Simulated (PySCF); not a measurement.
PySCF input (M06-2X/6-31G* (5d)):

```python
from pyscf import gto, dft

mol = gto.M(
    atom='''
    C     0.00157892    1.37890846   -0.51669082
    S     0.00022170    0.00210942    0.66008152
    C    -0.00192304   -1.38218263   -0.50786606
    H     0.00294044    2.29930409    0.06551542
    H     0.89298680    1.35708081   -1.14457101
    H    -0.89029797    1.35934449   -1.14397930
    H    -0.00289150   -2.29883840    0.08021161
    H    -0.89375252   -1.36436649   -1.13527401
    H     0.88953225   -1.36663016   -1.13586572
    ''',
    basis='6-31g*',
    charge=0,
    spin=0,
    verbose=4,
)

mf = dft.RKS(mol, xc='m062x')
mf.grids.level = 4
mf.conv_tol = 1e-9
mf.max_cycle = 100
mf.max_memory = 1500
mf.kernel()
if not mf.converged:
    mf = mf.newton()
    mf.kernel(mf.make_rdm1())
mf.dip_moment()
```

From the last part of the output:

```
becke partition: Becke, JCP 88, 2547 (1988); DOI:10.1063/1.454033
pruning grids: <function nwchem_prune>
grids dens level: 4
symmetrized grids: False
atomic radii adjust function: <function treutler_atomic_radii_adjust>
small_rho_cutoff = 0
Set gradient conv threshold to 3.16228e-05
Initial guess from minao.
tot grids = 180160
init E= -478.037982203893
  HOMO = -0.267230458936961  LUMO = 0.000876839199372093  gap/eV = 7.29557
cycle= 1 E= -477.905889108461  delta_E= 0.132  |g|= 0.181  |ddm|= 2.54
  HOMO = -0.242709884408116  LUMO = 0.108032848444082  gap/eV = 9.54420
cycle= 2 E= -477.916012166642  delta_E= -0.0101  |g|= 0.0822  |ddm|= 0.433
  HOMO = -0.274649645213504  LUMO = 0.0848091643996236  gap/eV = 9.78137
cycle= 3 E= -477.918169861106  delta_E= -0.00216  |g|= 0.0193  |ddm|= 0.164
  HOMO = -0.269415103862271  LUMO = 0.0888934190949366  gap/eV = 9.75007
cycle= 4 E= -477.918292174624  delta_E= -0.000122  |g|= 0.00587  |ddm|= 0.0343
  HOMO = -0.269953282596581  LUMO = 0.0890789697601182  gap/eV = 9.76977
cycle= 5 E= -477.918300831762  delta_E= -8.66e-06  |g|= 0.00144  |ddm|= 0.00659
  HOMO = -0.270040185602568  LUMO = 0.0889662577346408  gap/eV = 9.76906
cycle= 6 E= -477.918301426196  delta_E= -5.94e-07  |g|= 0.00041  |ddm|= 0.0018
  HOMO = -0.270015552265383  LUMO = 0.0889848365580108  gap/eV = 9.76890
cycle= 7 E= -477.91830147403  delta_E= -4.78e-08  |g|= 3.98e-05  |ddm|= 0.00055
  HOMO = -0.270021236941907  LUMO = 0.0889830302992394  gap/eV = 9.76900
cycle= 8 E= -477.918301474764  delta_E= -7.34e-10  |g|= 7.47e-06  |ddm|= 9.84e-05
  HOMO = -0.270020695400522  LUMO = 0.0889839964869354  gap/eV = 9.76902
Extra cycle  E= -477.918301474787  delta_E= -2.27e-11  |g|= 3.95e-06  |ddm|= 2.11e-05
converged SCF energy = -477.918301474787
Dipole moment(X, Y, Z, Debye): -0.00058, -0.00551, -1.72233
```
